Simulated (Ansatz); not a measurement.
in.yaml

```yaml
crystal:
  periodic: [false, false, false]
  atoms:
    - {symbol: B, position_ang: [0.002337, -0.001845, 1.155796]}
    - {symbol: Si, position_ang: [0.001504, -0.017987, -0.660657]}
    - {symbol: P, position_ang: [0.049468, 0.041323, -2.804370]}
    - {symbol: H, position_ang: [-0.053309, -0.021491, 2.309232]}
basis:
  gaussian: {orbitals: cc-pVDZ}
magnetization: {spin_polarized: true, initial_magnetization: 3}
hamiltonian: {xc: hf}
output: {forces: true, orbitals: {seedname: orbitals}}
```

```sh
$ ansatz run in.yaml --threads 1 --pin off --events-out ev --progress --plain --max-ram 2393MiB
```

Log:

```
554 factors; integrals over basis functions are off by at most 1.1e-3 eV
mean field evaluation 1: about -17816.5224 eV, gradient 9.2e0 eV
mean field evaluation 2: about -17816.5769 eV, gradient 9.2e0 eV
mean field evaluation 4: about -17817.8284 eV, gradient 1.6e0 eV
mean field evaluation 8: about -17817.8932 eV, gradient 3.9e-1 eV
mean field evaluation 16: about -17817.9120 eV, gradient 2.6e-3 eV
mean field evaluation 32: about -17817.9123 eV, gradient 2.0e-5 eV
mean field evaluation 64: about -17817.9117 eV, gradient 1.7e-3 eV
mean field evaluation 96: about -17817.9110 eV, gradient 9.0e-2 eV
mean field evaluation 128: about -17817.9109 eV, gradient 1.8e-3 eV
mean field evaluation 160: about -17813.8726 eV, gradient 1.2e1 eV
mean field evaluation 192: about -17817.9119 eV, gradient 2.9e-3 eV
mean field evaluation 224: about -17816.5227 eV, gradient 9.2e0 eV
mean field evaluation 256: about -17814.8623 eV, gradient 3.7e0 eV
mean field evaluation 288: about -17817.9061 eV, gradient 5.6e-1 eV
mean field -17817.91230339 eV, -654.7961997348 hartree, gradient 2.2e-10 eV, S^2 3.927131; 4 other end points of the search recorded, 0 dependent functions left out
the calculation of the forces begins
reference -17817.91230339 eV, -654.7961997348 hartree; 19, 16 occupied and 36, 39 virtual orbitals, 554 factors
Total energy: -17817.91230339 eV, -654.7961997348 hartree
Atom 0 at     0.002337    -0.001845     1.155796 Å, force     0.054371     0.056788    -1.227339 eV/Å
Atom 1 at     0.001504    -0.017987    -0.660657 Å, force    -0.042014    -0.018705     0.170632 eV/Å
Atom 2 at     0.049468     0.041323    -2.804370 Å, force     0.017063    -0.001382     0.328456 eV/Å
Atom 3 at    -0.053309    -0.021491     2.309232 Å, force    -0.029419    -0.036701     0.728251 eV/Å
Dipole moment:     0.001248    -0.004230     0.055795 e Å
```

Forces (eV/Å):
```
B    0.054  0.057 -1.227
Si  -0.042 -0.019  0.171
P    0.017 -0.001  0.328
H   -0.029 -0.037  0.728
```

Ran on 1 thread of Intel Xeon 6975P-C, shared host: 2.8 s wall, 0.26 GiB peak host memory.
